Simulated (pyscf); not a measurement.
`[CH3][InH][OH]` -> `[CH3][In]` [singlet] + `[OH2]`, a 1,1-elimination (singlet surface; In–O, H–In broken, H–O formed). PySCF, gas phase, ωB97X-D3(BJ)/def2-SVP geometries. MP2 and CC: frozen core, UHF for open shells. ΔMP2 is the change of the MP2 total energy from the triple- to the quadruple-zeta basis. Energies in kJ/mol from the reactant's lowest minimum found.

Small-basis levels: PySCF, no dispersion term, spherical d functions. AM1 to PM7: differences of heats of formation from MOPAC, which are fitted to 298 K values and so differ in kind from electronic energies by zero-point and thermal terms. GFN2-xTB: tblite. Cost: rough CPU time at the saddle relative to B3LYP/6-31G*+LANL2DZ, from one job on a shared machine.

| level | barrier | reaction energy | cost |
|---|---|---|---|
| MP2/6-31G*+LANL2DZ | 240.4 | +81.4 | 0.2 |
| SVWN5/6-31G*+LANL2DZ | 175.1 | +101.7 | 0.7 |
| B3LYP/LANL2DZ | 209.0 | +107.1 | 0.9 |
| B3LYP/6-31G*+LANL2DZ | 219.5 | +89.7 | 1 |
| PBE/def2-SVP | 151.4 | +32.6 | 2 |
| B3LYP/def2-SVP | 175.6 | +16.8 | 2 |
| GFN2-xTB | 137.0 | +20.5 | under 0.02 |
| PM6 | 164.4 | -67.2 | under 0.02 |
| PM7 | 236.4 | -33.0 | under 0.02 |
| CCSD(T)/def2-TZVPP + ΔMP2(QZVPP) | 191.5 | +32.1 | – |

Against the last row the barrier runs from -54.5 (GFN2-xTB) to +48.9 kJ/mol (MP2/6-31G*+LANL2DZ). CCSD(T)/def2-TZVPP + ΔMP2(QZVPP) has limits of its own. On the product side the descent ends in a bound adduct (not fully relaxed), 36.0 kJ/mol under the separated species and 192.2 kJ/mol under the saddle at ωB97X-D3(BJ)/def2-TZVP. At ωB97X-D3(BJ)/def2-TZVP the barrier from the zero used here is 207.9 kJ/mol. One saddle was located; it need not be the lowest between these sides. The CCSD(T) − MP2 part came from Ansatz, without density fitting, on the same reference. The frozen core leaves the outer d or s,p core shells of the metals and heavy elements correlated in the MP2 and CC values, and def2-TZVPP describes them poorly, which can shift differences by a few kcal/mol. In the def2 sets elements past Kr carry core potentials, without spin-orbit coupling.
